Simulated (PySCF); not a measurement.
# Basis-set dependence of population analyses: `C[C@@H]1S[C@@H]1CF`

Species: C₄H₇FS.
Z-matrix (Å and degrees, PBE0-D3(BJ)/def2-SVP geometry), rows numbered from 1:
```
C 
C   1  1.5034
S   2  1.8232  1  119.75
C   2  1.4841  1  122.59  3   -78.33
C   4  1.5015  2  121.09  3  -108.74
F   5  1.3758  4  109.63  2   -78.96
H   1  1.1021  2  109.87  3   156.30
H   1  1.0993  2  110.50  3   -84.25
H   1  1.0978  2  111.87  3    35.78
H   2  1.0966  1  114.04  3   136.93
H   4  1.0969  2  115.97  3   106.75
H   5  1.1008  4  110.69  2    41.62
H   5  1.1024  4  110.20  2   161.46
```

PBE0 throughout (PySCF), one geometry, spherical d and f functions. Isolated species at its PBE0-D3(BJ)/def2-SVP geometry (one conformer only). Atoms taken as equivalent share a column and are averaged. The first 7 of 11 kinds of atom are listed.

Mulliken charges (e):

| basis | functions | C1 | C2 | S3 | C4 | C5 | F6 | H7/H8/H9 |
| --- | --- | --- | --- | --- | --- | --- | --- | --- |
| STO-3G | 41 | -0.236 | -0.136 | +0.087 | -0.157 | -0.041 | -0.112 | +0.087 |
| 6-31G | 72 | -0.466 | -0.374 | +0.196 | -0.434 | +0.058 | -0.344 | +0.187 |
| 6-31G* | 102 | -0.525 | -0.251 | +0.010 | -0.310 | +0.057 | -0.342 | +0.195 |
| def2-SVP | 123 | +0.042 | -0.211 | -0.094 | -0.243 | +0.381 | -0.283 | +0.054 |
| 6-311+G(2d,p) | 212 | -0.741 | +0.274 | -0.197 | +0.072 | -0.229 | -0.247 | +0.167 |
| def2-TZVP | 234 | -0.340 | -0.063 | -0.161 | -0.087 | +0.012 | -0.229 | +0.129 |

IAO charges (e):

```csv
basis,functions,C1,C2,S3,C4,C5,F6,H7/H8/H9
STO-3G,41,-0.400,-0.203,+0.140,-0.230,-0.099,-0.139,+0.139
6-31G,72,-0.434,-0.155,-0.039,-0.192,+0.004,-0.304,+0.159
6-31G*,102,-0.417,-0.146,-0.032,-0.182,+0.041,-0.313,+0.151
def2-SVP,123,-0.407,-0.143,-0.019,-0.180,+0.044,-0.318,+0.147
"6-311+G(2d,p)",212,-0.429,-0.148,-0.028,-0.184,+0.036,-0.334,+0.155
def2-TZVP,234,-0.428,-0.150,-0.022,-0.186,+0.041,-0.333,+0.154
```

Hirshfeld charges (e):

```csv
basis,functions,C1,C2,S3,C4,C5,F6,H7/H8/H9
STO-3G,41,-0.040,-0.004,-0.033,-0.020,+0.062,-0.084,+0.019
6-31G,72,-0.097,-0.008,-0.096,-0.029,+0.037,-0.138,+0.045
6-31G*,102,-0.096,-0.006,-0.106,-0.025,+0.034,-0.126,+0.044
def2-SVP,123,-0.114,-0.015,-0.053,-0.036,+0.020,-0.120,+0.046
"6-311+G(2d,p)",212,-0.116,-0.032,-0.040,-0.052,+0.017,-0.126,+0.048
def2-TZVP,234,-0.118,-0.027,-0.045,-0.048,+0.015,-0.121,+0.048
```

Question: Which scheme is steadiest as the basis changes?

Answer: Largest range over the bases for any column: Hirshfeld 0.08 e, IAO 0.20 e, Mulliken 0.78 e. Hirshfeld charges move least and Mulliken charges most, counted in e. Without the minimal STO-3G basis the ranges are Hirshfeld 0.07, IAO 0.04, Mulliken 0.78 e.

Question: How much do the charges still move between the two largest bases, 6-311+G(2d,p) and def2-TZVP?

Answer: At most, over all atoms: Mulliken 0.400 e, IAO 0.005 e, Hirshfeld 0.005 e.

Question: What do the same runs give for the total energy, the frontier levels and the dipole moment?

Answer: 
| basis | energy (Eh) | HOMO (eV) | LUMO (eV) | μ (D) |
| --- | --- | --- | --- | --- |
| STO-3G | -646.5254 | -3.31 | 4.42 | 0.25 |
| 6-31G | -654.1121 | -6.75 | 0.38 | 0.70 |
| 6-31G* | -654.2017 | -6.63 | 0.28 | 0.79 |
| def2-SVP | -653.9139 | -6.65 | 0.34 | 0.57 |
| 6-311+G(2d,p) | -654.3173 | -6.81 | -0.24 | 0.59 |
| def2-TZVP | -654.3423 | -6.78 | -0.03 | 0.60 |

The dipole is fixed by the density alone, so its range of 0.54 D shows that the density itself changes with the basis, not only its division among atoms.
